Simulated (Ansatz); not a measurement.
B(H2S)H3 (BH5S), 7 atoms. Hardware: 4 threads of Arm Neoverse V2 on a shared host.

Correlated methods freeze 6 core orbitals. In CCSD on the charge -1 doublet the largest single amplitude is 0.16, so its Hartree–Fock determinant may place the open shell otherwise than the density functionals do.

**Question.** How many basis functions does each of these Ansatz runs have, and roughly what does it cost? B3LYP-D4/def2-TZVP, charge 0 singlet, relaxation, 6 steps; LC-ωPBE/def2-TZVP, charge 0 singlet, energy, from earlier orbitals; r2SCAN-D4/def2-TZVP, charge 1 doublet at the geometry of the charge 0 singlet, energy, from earlier orbitals; revPBE-D4/def2-TZVP, charge 0 singlet, energy, from earlier orbitals; CCSD(T)/def2-TZVPD, charge -1 doublet at the geometry of the charge 0 singlet, energy, from earlier orbitals; CCSD(T)/def2-TZVPP, charge 1 doublet at the geometry of the charge 0 singlet, energy, from earlier orbitals; r2SCAN-D4/def2-TZVP, charge 0 singlet, energy and forces, from earlier orbitals; r2SCAN-D4/def2-TZVPD, charge 0 singlet, energy, from earlier orbitals; PBE-D4/def2-TZVPD, charge -1 doublet at the geometry of the charge 0 singlet, energy, from earlier orbitals; PBE-D4/def2-TZVPD, charge 0 singlet, energy, from earlier orbitals; ωB97M-V/def2-TZVP, charge 0 singlet, energy, from earlier orbitals; CCSD(T)/def2-TZVPD, charge 0 singlet, energy, from earlier orbitals.

**Answer.** Other jobs shared the machine, so times can vary by a factor of up to 3. A dash marks memory too small to be measured apart from the calling script's.

```
                                                                                                         run  functions  fitting or Cholesky vectors  wall time  peak host memory (GiB)
                                        revPBE-D4/def2-TZVP, charge 0 singlet, energy, from earlier orbitals         98                          650      0.4 s                       –
                                          LC-ωPBE/def2-TZVP, charge 0 singlet, energy, from earlier orbitals         98                          650     0.55 s                       –
                                          PBE-D4/def2-TZVPD, charge 0 singlet, energy, from earlier orbitals        128                          713      0.6 s                       –
                             r2SCAN-D4/def2-TZVP, charge 0 singlet, energy and forces, from earlier orbitals         98                          650      1.1 s                       –
                                       r2SCAN-D4/def2-TZVPD, charge 0 singlet, energy, from earlier orbitals        128                          713      1.2 s                       –
                                          ωB97M-V/def2-TZVP, charge 0 singlet, energy, from earlier orbitals         98                          653      1.4 s                       –
 PBE-D4/def2-TZVPD, charge -1 doublet at the geometry of the charge 0 singlet, energy, from earlier orbitals        128                          713      1.4 s                       –
r2SCAN-D4/def2-TZVP, charge 1 doublet at the geometry of the charge 0 singlet, energy, from earlier orbitals         98                          650      1.8 s                       –
                                         CCSD(T)/def2-TZVPD, charge 0 singlet, energy, from earlier orbitals        128                          897      2.6 s                    0.63
                                                   B3LYP-D4/def2-TZVP, charge 0 singlet, relaxation, 6 steps         98                          660      3.7 s                       –
CCSD(T)/def2-TZVPD, charge -1 doublet at the geometry of the charge 0 singlet, energy, from earlier orbitals        128                          913       12 s                     1.4
 CCSD(T)/def2-TZVPP, charge 1 doublet at the geometry of the charge 0 singlet, energy, from earlier orbitals        143                          800       14 s                     1.8
```
